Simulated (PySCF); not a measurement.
OSi, SMILES O=[Si] (connectivity only; charge and spin as stated), charge +1, multiplicity 2.

Coordinates come from a B3LYP-D3(BJ)/def2-TZVPD optimisation. The spin state was assumed, not searched.

These are r2SCAN/def2-TZVPD (PySCF) values and carry that method's errors.

Isolated molecule, no solvent.

Problem. Estimate the frontier levels, dipole moment and polarisability. (An estimate is asked for; the answer gives what the named calculation found.)

Solution. 
```yaml
"α spin, highest occupied and lowest empty level": -16.85 and -10.78 eV
"β spin, highest occupied and lowest empty level": -16.54 and -14.84 eV
dipole_moment_about_the_centre_of_nuclear_charge: 4.44 D
mean_static_polarisability: 26.2 bohr³ (3.88 Å³)
polarisability_principal_values: 22.7, 22.7, 33.2 bohr³
"⟨S²⟩": 0.762 (pure state 0.75)
```
